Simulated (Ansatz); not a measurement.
# H₂O₂+ (quartet): the correlation ladder, def2-QZVPP

The task here is to estimate one member of a computed series from the others.

Program: Ansatz 0.2.0, Gaussian basis. Level of theory: def2-QZVPP, core rule «outside noble gas», up to 2 orbitals frozen. These are calculated values, not measurements.

To be run: UHF; ROHF; CCSD(T) on UHF.

2 further runs of the same task are left out: 2 set aside as unsound or not needed. Runs told in other sessions of the task aren't counted.

## What is computed

The geometry is a PBE0/def2-TZVP stationary point (not a proven minimum) of the parent state, kept for this charge and spin.

4 atoms, charge 1, spin multiplicity 4.

Atoms are counted from 1 here; the program's logs count them from 0.

Bond lengths: O1–H3 0.969 Å, O2–H4 0.969 Å.

Set-up of the first run:

in.yaml

```yaml
crystal:
  periodic: [false, false, false]
  atoms:
    - {symbol: O, position_ang: [0.000000, -0.114833, 0.934723]}
    - {symbol: O, position_ang: [0.000000, 0.114833, -0.934723]}
    - {symbol: H, position_ang: [0.000000, 0.851694, 1.008223]}
    - {symbol: H, position_ang: [0.000000, -0.851694, -1.008223]}
basis:
  gaussian: {orbitals: "def2-QZVPP.json"}
total_charge: 1
magnetization: {spin_polarized: true, initial_magnetization: 3}
hamiltonian: {xc: hf}
output: {orbitals: {seedname: orbitals}}
```

Launch:

```bash
> ansatz run in.yaml --threads 1 --pin off --events-out ev --progress --plain --max-ram 2393MiB
```

Steps of the session up to this table: UHF; ROHF; CCSD(T) on UHF.

One table of the session follows, with a row left open; its other results are not shown here.

```
  method  from UCCSD(T) (meV)
    ROHF                    ?
     UHF             +11987.7
    UMP2              +1074.0
   UCCSD               +346.3
UCCSD(T)                    0
```

Q: Estimate the row for ROHF from the others.

The run gave: from UCCSD(T) (meV): +12633.9. In the column «from UCCSD(T) (meV)» it is the highest.

The program flags UCCSD(T) as in doubt (see the logs), so the zero of the table is itself unsure.

Caveats from the session: The report flags that the cluster equations may have other roots. The program flags UCCSD(T) as in doubt, so the zero of the table is itself unsure.
